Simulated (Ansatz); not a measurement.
`O=C(O)O`: measurement beside calculation (Ansatz, PBE0-D4/def2-TZVP geometry).

```xyz
6

O    -0.112   -0.614    1.161
C    -0.010   -0.055    0.103
O    -0.607    1.087   -0.229
O     0.719   -0.475   -0.928
H    -1.122    1.357    0.540
H     1.133   -1.301   -0.647
```

Measured: 11.27 ± 0.02 eV (ionisation energy: adiabatic ionization energy, cis-cis conformer, to cation ground state, threshold photoelectron spectroscopy (PEPICO)). Source: Conformer-Specific Photoelectron Spectroscopy of Carbonic Acid: H2CO3, 2024 (pmc:10945571).

| level | vertical IE (eV) | minus measured (eV) |
| --- | --- | --- |
| PBE-D4/def2-TZVPP | 11.25 | -0.02 |
| r2SCAN-D4/def2-TZVPP | 11.27 | 0.00 |
| PBE0-D4/def2-TZVPP | 11.44 | 0.17 |
| B3LYP-D4/def2-TZVPP | 11.54 | 0.27 |
| ωB97X-V/def2-TZVPP | 11.57 | 0.30 |
| ωB97M-V/def2-TZVPP | 11.56 | 0.29 |
| B2PLYP/def2-TZVPP | 11.58 | 0.31 |
| HF/def2-TZVPP | 10.27 | -1.00 |
| MP2/def2-TZVPP | 11.97 | 0.70 |
| CCSD/def2-TZVPP | 11.55 | 0.28 |
| CCSD(T)/def2-TZVPP | 11.58 | 0.31 |
| HF/def2-QZVPP | 10.27 | -1.00 |
| MP2/def2-QZVPP | 12.10 | 0.83 |
| HF/CBS(def2) | 10.27 | -1.00 |
| MP2/CBS(def2) | 12.20 | 0.93 |
| CCSD/CBS(def2) | 11.77 | 0.50 |
| CCSD(T)/CBS(def2) | 11.80 | 0.53 |
| −ε(HOMO), LDA (SPW92) | 7.18 | -4.09 |
| −ε(HOMO), PBE | 6.94 | -4.33 |
| −ε(HOMO), revPBE | 6.85 | -4.42 |
| −ε(HOMO), BLYP | 6.87 | -4.40 |
| −ε(HOMO), r2SCAN | 7.31 | -3.96 |
| −ε(HOMO), B97M-V | 7.40 | -3.87 |
| −ε(HOMO), PBE0 | 8.72 | -2.55 |
| −ε(HOMO), B3LYP | 8.46 | -2.81 |
| −ε(HOMO), r2SCANh | 7.98 | -3.29 |
| −ε(HOMO), r2SCAN0 | 8.99 | -2.28 |
| −ε(HOMO), HSE06 | 8.31 | -2.96 |
| −ε(HOMO), BHLYP | 10.48 | -0.79 |
| −ε(HOMO), CAM-B3LYP | 10.27 | -1.00 |
| −ε(HOMO), LC-ωPBE | 11.61 | 0.34 |
| −ε(HOMO), ωB97X-V | 11.25 | -0.02 |
| −ε(HOMO), ωB97M-V | 11.19 | -0.08 |

Computed values are vertical and leave out zero-point energy and spin–orbit coupling, so an adiabatic measurement lies lower by the cation's relaxation.

B3LYP here is the variant with VWN-RPA as its local correlation; programs differ in this.
